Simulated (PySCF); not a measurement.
**BH3Cl− (SMILES [BH3-]Cl) at CCSD(T)/STO-6G**

What is the vertical singlet–triplet gap of BH3Cl− at CCSD(T)/STO-6G? The job is set up through a Python script.

The calculation is run with PySCF 2.14.0.

16 further runs of the same task are left out: 1 that didn't finish, 15 set aside as unsound or not needed.

### Step 1. Starting point

BH3Cl− has 5 atoms, charge -1, and is taken as a singlet. As SMILES, `[BH3-]Cl`. The shape is that of a GFN2-xTB optimisation.

Bond lengths: B1–Cl2 1.873 Å, B1–H3 1.208 Å, B1–H4 1.208 Å, B1–H5 1.208 Å. Angles: Cl2–B1–H3 106.7°, Cl2–B1–H4 106.7°, Cl2–B1–H5 106.7°, H3–B1–H4 112.0°, H3–B1–H5 112.2°, H4–B1–H5 112.1°.

### Step 2. A single-point energy at CCSD(T)/STO-6G

job.py

```python
from pyscf import gto, cc

mol = gto.M(
    atom='''
B        0.082390      -0.047870       0.135930
Cl      -0.845860       0.496450      -1.396970
H        1.223080      -0.254620      -0.203070
H       -0.460100      -1.051350       0.532730
H        0.000500       0.857390       0.931390
''',
    max_memory=1860,
    verbose=4,
    charge=-1,
    basis='sto-6g',
)

myscf = mol.RHF()
myscf.conv_tol = 1e-10
myscf.kernel()
if not myscf.converged:
    myscf = myscf.newton().run(myscf.mo_coeff, myscf.mo_occ)

mycc = cc.CCSD(myscf, frozen=6)
mycc.kernel()
e_t = mycc.ccsd_t()
energy = mycc.e_tot + e_t
print('E(%s) = %.9f' % ('CCSD(T)', energy))
```

Run with:

```sh
$ OMP_NUM_THREADS=1 python job.py
```

The log of the run:

```text
PySCF version 2.14.0

[INPUT] num. atoms = 5
[INPUT] num. electrons = 26
[INPUT] charge = -1
[INPUT] spin (= nelec alpha-beta = 2S) = 0
[INPUT] symmetry False subgroup None
[INPUT] Mole.unit = angstrom
[INPUT] Symbol           X                Y                Z      unit          X                Y                Z       unit  Magmom
[INPUT]  1 B      0.082390000000  -0.047870000000   0.135930000000 AA    0.155694535403  -0.090461189583   0.256870472112 Bohr   0.0
[INPUT]  2 Cl    -0.845860000000   0.496450000000  -1.396970000000 AA   -1.598443739725   0.938154534540  -2.639890704234 Bohr   0.0
[INPUT]  3 H      1.223080000000  -0.254620000000  -0.203070000000 AA    2.311286228433  -0.481162065837  -0.383746684115 Bohr   0.0
[INPUT]  4 H     -0.460100000000  -1.051350000000   0.532730000000 AA   -0.869462989912  -1.986763561061   1.006713798340 Bohr   0.0
[INPUT]  5 H      0.000500000000   0.857390000000   0.931390000000 AA    0.000944863062   1.620232281941   1.760072015159 Bohr   0.0

nuclear repulsion = 42.1597479533802
number of shells = 11
number of NR pGTOs = 102
number of NR cGTOs = 17
basis = sto-6g
ecp = {}

******** <class 'pyscf.scf.hf.RHF'> ********
method = RHF
initial guess = minao
damping factor = 0
level_shift factor = 0
DIIS = <class 'pyscf.scf.diis.CDIIS'>
diis_start_cycle = 1
diis_space = 8
diis_damp = 0
SCF conv_tol = 1e-10
SCF conv_tol_grad = None
SCF max_cycles = 50
direct_scf = True
direct_scf_tol = 1e-13
Set gradient conv threshold to 1e-05
Initial guess from minao.
init E= -483.940407562736
  HOMO = -0.313857747827432  LUMO = 0.329241309616765  gap/eV = 17.49962
cycle= 1 E= -484.307282403193  delta_E= -0.367  |g|= 0.176  |ddm|= 2.17
  HOMO = -0.0629269836683054  LUMO = 0.767469094814083  gap/eV = 22.59623
cycle= 2 E= -484.323128292245  delta_E= -0.0158  |g|= 0.0441  |ddm|= 0.329
  HOMO = -0.080032020452542  LUMO = 0.770036134452015  gap/eV = 23.13153
cycle= 3 E= -484.324192748297  delta_E= -0.00106  |g|= 0.0024  |ddm|= 0.103
  HOMO = -0.0801800244120129  LUMO = 0.767837560913561  gap/eV = 23.07573
cycle= 4 E= -484.32419622232  delta_E= -3.47e-06  |g|= 0.000369  |ddm|= 0.00577
  HOMO = -0.0801474817599273  LUMO = 0.768110407385406  gap/eV = 23.08227
cycle= 5 E= -484.32419629683  delta_E= -7.45e-08  |g|= 3.51e-05  |ddm|= 0.000895
  HOMO = -0.0801561064806157  LUMO = 0.768092655765213  gap/eV = 23.08202
cycle= 6 E= -484.32419629744  delta_E= -6.1e-10  |g|= 4.22e-06  |ddm|= 7.79e-05
  HOMO = -0.0801577331741291  LUMO = 0.76809142968939  gap/eV = 23.08204
cycle= 7 E= -484.32419629745  delta_E= -1.06e-11  |g|= 3.25e-07  |ddm|= 9.99e-06
  HOMO = -0.0801578735555339  LUMO = 0.768091416625529  gap/eV = 23.08204
Extra cycle  E= -484.324196297451  delta_E= -1.14e-13  |g|= 8.28e-08  |ddm|= 5.76e-07
converged SCF energy = -484.324196297451

******** <class 'pyscf.cc.ccsd.CCSD'> ********
CC2 = 0
CCSD nocc = 7, nmo = 11
frozen orbitals 6
max_cycle = 50
direct = 0
conv_tol = 1e-07
conv_tol_normt = 1e-05
diis_space = 6
diis_start_cycle = 0
diis_start_energy_diff = 1e+09
Init t2, MP2 energy = -484.369360265428  E_corr(MP2) -0.0451639679775871
Init E_corr(CCSD) = -0.0451639679775898
cycle = 1  E_corr(CCSD) = -0.0570433761170706  dE = -0.0118794081  norm(t1,t2) = 0.0336258
cycle = 2  E_corr(CCSD) = -0.0610490918130516  dE = -0.0040057157  norm(t1,t2) = 0.0122946
cycle = 3  E_corr(CCSD) = -0.0633160418032455  dE = -0.00226694999  norm(t1,t2) = 0.00473974
cycle = 4  E_corr(CCSD) = -0.0633535208811171  dE = -3.74790779e-05  norm(t1,t2) = 0.000528421
cycle = 5  E_corr(CCSD) = -0.0633477350042925  dE = 5.78587682e-06  norm(t1,t2) = 0.000120605
cycle = 6  E_corr(CCSD) = -0.0633482939699697  dE = -5.58965677e-07  norm(t1,t2) = 1.81346e-05
cycle = 7  E_corr(CCSD) = -0.0633481888198642  dE = 1.05150105e-07  norm(t1,t2) = 2.52337e-06
cycle = 8  E_corr(CCSD) = -0.0633482127479606  dE = -2.39280964e-08  norm(t1,t2) = 6.93882e-07
CCSD converged
E(CCSD) = -484.3875445101985  E_corr = -0.06334821274796058
CCSD(T) correction = -0.000363228155984233
E(CCSD(T)) = -484.387907738
```

Wall time 0.8 s (1 thread of Intel Xeon Platinum 8488C (Sapphire Rapids), shared host); peak memory 0.12 GiB.

### Step 3. The triplet, same level

calc.py

```python
from pyscf import gto, scf, cc

mol = gto.Mole()
mol.atom = '''
B        0.082390      -0.047870       0.135930
Cl      -0.845860       0.496450      -1.396970
H        1.223080      -0.254620      -0.203070
H       -0.460100      -1.051350       0.532730
H        0.000500       0.857390       0.931390
'''
mol.spin = 2
mol.verbose = 3
mol.max_memory = 1860
mol.charge = -1
mol.basis = 'sto-6g'
mol.build()

mf = scf.ROHF(mol)
mf.conv_tol = 1e-10
mf.kernel()
if not mf.converged:
    mf = mf.newton().run(mf.mo_coeff, mf.mo_occ)

mycc = cc.CCSD(mf, frozen=6)
mycc.kernel()
e_t = mycc.ccsd_t()
energy = mycc.e_tot + e_t
print(f'total energy: {energy:.8f} hartree')
```

Run with:

```sh
$ OMP_NUM_THREADS=1 python calc.py
```

The log of the run:

```text
converged SCF energy = -483.864742058151

WARN: RCCSD method does not support ROHF method. ROHF object is converted to UHF object and UCCSD method is called.

E(UCCSD) = -483.9241675168528  E_corr = -0.05942545870214175
UCCSD(T) correction = -0.000547923295688231
total energy: -483.92471544 hartree
```

Run time: 1 s. Hardware: 1 thread of Intel Xeon Platinum 8488C (Sapphire Rapids), shared host; peak memory 0.12 GiB.

### Step 4. Results

Level: CCSD(T)/STO-6G, 6 core orbitals frozen.

| quantity | value |
| --- | --- |
| singlet: total energy | -484.38791 Eh |
| singlet: HOMO energy (Hartree–Fock orbitals) | -2.18 eV |
| singlet: LUMO energy (Hartree–Fock orbitals) | 20.90 eV |
| singlet: HOMO–LUMO gap (to an unbound level, set by the basis) | 23.08 eV |
| singlet: correlation energy (6 core orbitals frozen) | -63.7 mEh |
| singlet: (T) correction | -0.36 mEh |
| singlet: T1 diagnostic | 0.005 |
| triplet: total energy | -483.92472 Eh |
| triplet: correlation energy (6 core orbitals frozen) | -60.0 mEh |
| triplet: (T) correction | -0.55 mEh |
| triplet: ⟨S²⟩ of the reference determinant | 2.000 |
| triplet: T1 diagnostic | 0.022 |
| vertical energy of the triplet above the singlet | 12.604 eV |

In words: At this shape the triplet lies 12.60 eV (291 kcal/mol) above the singlet. For an anion a state so high probably lies above electron detachment. In a minimal basis such a difference can be off by several eV, whatever the method. Mulliken charges (singlet) of the mean-field density run from -0.52 on Cl2 to +0.06 on B1; they depend strongly on the basis. The triples (singlet) make up 0.6 % of the correlation energy. The triples (triplet) make up 0.9 % of the correlation energy. The HOMO (triplet) lies at positive energy, 17.63 eV: the electron is unbound at this level or held by a compact basis; values depend on the basis.
